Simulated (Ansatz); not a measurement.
## What each rung costs and misses: atomization of ClF, singlet

Geometry (MP2(full)/6-31G*, from the G2/97 set):

```xyz
2

F     0.0000    0.0000    0.0000
Cl    0.0000    0.0000    1.6591
```

Measured, as an electronic atomization energy: 61.3 kcal/mol (G2/97 heats of formation of molecule and atoms, with zero-point and thermal terms from B3LYP taken off; Curtiss et al., J. Chem. Phys. 106, 1063 (1997), Staroverov et al., J. Chem. Phys. 119, 12129 (2003)). The measured value holds scalar relativity and spin–orbit coupling, which all computed ones lack, and core correlation, which the wave-function levels lack. Atoms are taken at the same level; beside RHF, RMP2 and RCC rows they are unrestricted. The atoms' steps beyond CCSDT(Q) are taken from restricted open-shell runs, which share full CI's core. Ansatz 0.2.0; the 6-31G* set has Cartesian d functions; a miss is computed less measured; times are wall times on shared hosts and scatter by a factor of two or so. A small miss in a small set is a cancellation of the method's error against the basis error.

```
                 level        basis  miss (kcal/mol)  time of the run              hardware
                   RHF       STO-3G            -59.3           0.09 s          1 CPU thread
                  CISD       STO-3G            -27.8           0.09 s          1 CPU thread
               full CI       STO-3G            -27.8            0.1 s          1 CPU thread
                CISDTQ       STO-3G            -27.8           0.12 s          1 CPU thread
                RCCSDT       STO-3G            -27.8           0.18 s          1 CPU thread
              RCCSD(T)       6-31G*            -10.8            0.3 s          1 CPU thread
                  PBE0       STO-3G             -4.0           0.31 s          1 CPU thread
                   PBE       STO-3G              9.3            0.4 s          1 CPU thread
NEVPT2 (valence space)       6-31G*             -6.6           0.42 s          1 CPU thread
                   PBE  cc-pV(T+d)Z             10.5           0.43 s          1 CPU thread
               BCCD(T)        6-31G            -36.2           0.46 s          1 CPU thread
                  PBE0  cc-pV(D+d)Z             -6.5           0.46 s          1 CPU thread
                 B3LYP  cc-pV(D+d)Z             -5.7           0.49 s          1 CPU thread
                r2SCAN       STO-3G             -2.1           0.52 s          1 CPU thread
                B2PLYP  cc-pV(D+d)Z            -10.2           0.57 s          1 CPU thread
NEVPT2 (valence space)  cc-pV(D+d)Z            -12.1           0.64 s          1 CPU thread
               wB97X-V       STO-3G             -2.6           0.67 s          1 CPU thread
             CAM-B3LYP  cc-pV(T+d)Z             -1.1            0.7 s          1 CPU thread
                B97M-V        6-31G            -21.1           0.76 s          1 CPU thread
               RPA-PBE  cc-pV(T+d)Z            -14.9           0.76 s          1 CPU thread
                B97M-V  cc-pV(D+d)Z             -5.3           0.88 s          1 CPU thread
               BCCD(T)  cc-pV(D+d)Z            -16.9           0.88 s          1 CPU thread
                  PBE0  cc-pV(Q+d)Z             -0.6           0.94 s          1 CPU thread
                revPBE  cc-pV(T+d)Z              4.1           0.95 s          1 CPU thread
               wB97X-V       6-31G*             -3.3           0.97 s          1 CPU thread
               wB97X-V  cc-pV(D+d)Z             -5.2              1 s          1 CPU thread
               wB97M-V       STO-3G              1.8            1.2 s          1 CPU thread
                 B3LYP  cc-pV(Q+d)Z             -0.6            1.2 s          1 CPU thread
               wB97X-V  cc-pV(T+d)Z              0.1            1.8 s          1 CPU thread
               RPA-PBE  cc-pV(Q+d)Z            -11.3              2 s          1 CPU thread
                B2PLYP  cc-pV(Q+d)Z             -0.9            2.2 s          1 CPU thread
                B97M-V  cc-pV(Q+d)Z              0.9            2.2 s          1 CPU thread
                   RHF  cc-pV(Q+d)Z            -54.4            2.5 s          1 CPU thread
             RCCSDT(Q)       6-31G*            -10.3            2.8 s          1 CPU thread
              RCCSD(T)  cc-pV(Q+d)Z             -1.7              4 s          1 CPU thread
NEVPT2 (valence space)  cc-pV(Q+d)Z              1.8            6.5 s  H100 + 2 CPU threads
               BCCD(T)  cc-pV(Q+d)Z             -1.6              9 s  H100 + 2 CPU threads
               RCCSDTQ        6-31G            -35.8             12 s          1 CPU thread
               full CI        6-31G            -35.7             14 s  H100 + 2 CPU threads
               RCCSDTQ       6-31G*            -10.4             17 s  H100 + 2 CPU threads
```

HF's time is that of a plain UHF run.

The smallest set from which on each level stays within 1 kcal/mol of its own cc-pV(Q+d)Z value (sets in order of size: STO-3G, 6-31G, 6-31G*, cc-pV(D+d)Z, cc-pV(T+d)Z, cc-pV(Q+d)Z): RHF none (cc-pV(T+d)Z is 1.0 kcal/mol off); PBE cc-pV(T+d)Z; r2SCAN cc-pV(T+d)Z; B3LYP cc-pV(T+d)Z; wB97M-V cc-pV(T+d)Z; B2PLYP none (cc-pV(T+d)Z is 1.9 kcal/mol off); RMP2 none (cc-pV(T+d)Z is 4.1 kcal/mol off); RCCSD(T) none (cc-pV(T+d)Z is 3.8 kcal/mol off).
